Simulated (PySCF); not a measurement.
Compound: C4H5N.
Structure used (PBE0-D3(BJ)/def2-SVP), in Å, numbered top down from 1:
```xyz
10
C4H5N angstrom
C      2.927    0.194   -0.237
C      1.728    0.028   -0.170
C      0.323   -0.240   -0.086
N     -0.551    0.678   -0.150
C     -1.929    0.302   -0.060
H      3.987    0.360   -0.297
H      0.049   -1.309    0.038
H     -2.457    0.642   -0.966
H     -2.397    0.835    0.783
H     -2.099   -0.786    0.065
```

Computed, not measured: EOM-IP-CCSD/aug-cc-pVDZ in PySCF, restricted Hartree–Fock reference, frozen core, non-relativistic, gas phase, PBE0-D3(BJ)/def2-SVP geometry.

Hartree–Fock orbital energies give these Koopmans values (eV): HOMO 10.13, HOMO-1 11.05, HOMO-2 11.62, HOMO-3 13.01, HOMO-4 15.04, HOMO-5 16.29, HOMO-6 17.79, HOMO-7 18.61.

Question: What vertical ionisation energies does EOM-IP-CCSD give?

Answer: 
| leading hole (HF orbital) | Koopmans (eV) | EOM-IP-CCSD (eV) | change (eV) | one-hole share |
| --- | --- | --- | --- | --- |
| HOMO-2 | 11.62 | 9.83 | -1.79 | 0.94 |
| HOMO | 10.13 | 10.16 | +0.03 | 0.96 |
| HOMO-1 | 11.05 | 10.98 | -0.07 | 0.96 |
| HOMO-3 | 13.01 | 12.55 | -0.46 | 0.94 |
| HOMO-4 | 15.04 | 13.88 | -1.16 | 0.95 |
| HOMO-5 | 16.29 | 15.20 | -1.09 | 0.94 |
| HOMO-6 | 17.79 | 16.08 | -1.71 | 0.94 |
| HOMO-7 | 18.61 | 16.70 | -1.91 | 0.93 |

Question: Does the order of the lines follow the orbital energies?

Answer: No: the HOMO-2 hole (9.83 eV) falls below the HOMO hole (10.16 eV); the HOMO-2 hole (9.83 eV) falls below the HOMO-1 hole (10.98 eV). The corrections run from -1.91 to +0.03 eV, with a mean of -1.02 eV over the 8 lines; EOM-IP-CCSD lies above the Koopmans value for HOMO.

Question: At what kinetic energies would He I light (21.22 eV) eject these electrons?

Answer: 11.39 eV (HOMO-2), 11.06 eV (HOMO), 10.24 eV (HOMO-1), 8.67 eV (HOMO-3), 7.34 eV (HOMO-4), 6.02 eV (HOMO-5), 5.14 eV (HOMO-6), 4.52 eV (HOMO-7).

Question: What total energy has the lowest final state, and which wavelength reaches it?

Answer: E(CCSD) + ionisation energy = -209.50672 + 0.36126 = -209.14546 Eh, at the geometry of the initial state. The threshold wavelength is 1239.84 eV nm/9.83 eV = 126.1 nm.

One root was sought for each valence orbital with −ε under 21 eV, eight at most, so deeper holes and satellites are missing; no vibrational structure.
